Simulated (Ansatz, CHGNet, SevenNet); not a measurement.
# Zinc-blende GaP: properties by level of theory

Reference values: zone-centre TO phonon frequency 366 cm⁻¹ (measured, temperature not stated, no zero-point or thermal correction; as tabulated in Han and Bester (2011), arXiv:1107.0196); elastic constant C11 140 GPa (measured, temperature not stated, no zero-point or thermal correction; as tabulated in Råsander and Moram (2015), arXiv:1505.02379); elastic constant C44 70 GPa (measured, temperature not stated, no zero-point or thermal correction; as tabulated in Råsander and Moram (2015), arXiv:1505.02379).

| level (code) | TO(Γ) frequency (cm⁻¹) | elastic constant C11 (GPa) | elastic constant C44 (GPa) | Voigt–Reuss–Hill shear modulus (GPa) |
|---|---|---|---|---|
| CHGNet-r²SCAN | 188 | … | 20.3 | … |
| SevenNet-0 | … | 100 | 32.1 | 27.5 |
| LC-ωPBE (Ansatz) | 394 | 171 | … | 66.9 |

Question: Fill in the missing entries.

Answer: 
- CHGNet-r²SCAN, elastic constant C11 (GPa): 79.2
- CHGNet-r²SCAN, Voigt–Reuss–Hill shear modulus (GPa): 17.2
- SevenNet-0, TO(Γ) frequency (cm⁻¹): 287
- LC-ωPBE (Ansatz, a quantum-chemistry and plane-wave program), elastic constant C44 (GPa): 84.4

Differences from the reference values (errors of the level alone only where the reference is corrected to a static lattice):

```
level          zone-centre TO phonon frequency (%)  elastic constant C11 (%)  elastic constant C44 (%)
-------------  -----------------------------------  ------------------------  ------------------------
CHGNet-r²SCAN                                  -49                       -43                       -71
SevenNet-0                                     -22                       -29                       -54
LC-ωPBE                                       +7.7                       +22                       +21
```

Nearest: zone-centre TO phonon frequency, not ranked (one source); elastic constant C11, not ranked (reference at room or unstated temperature); elastic constant C44, not ranked (reference at room or unstated temperature).

Machine-learned potentials (CHGNet-r²SCAN, SevenNet-0) are trained on DFT data: a solid inside that data is no test of them.

Ansatz's density-functional and Hartree–Fock values are scalar-relativistic unless marked +SOC, with PAW data made under PBE.

Unless a cell is named, each level is at its own relaxed cell (CHGNet-r²SCAN 20.32, SevenNet-0 20.88, LC-ωPBE 19.47 Å³/atom).

Differences are worked out from the printed values.
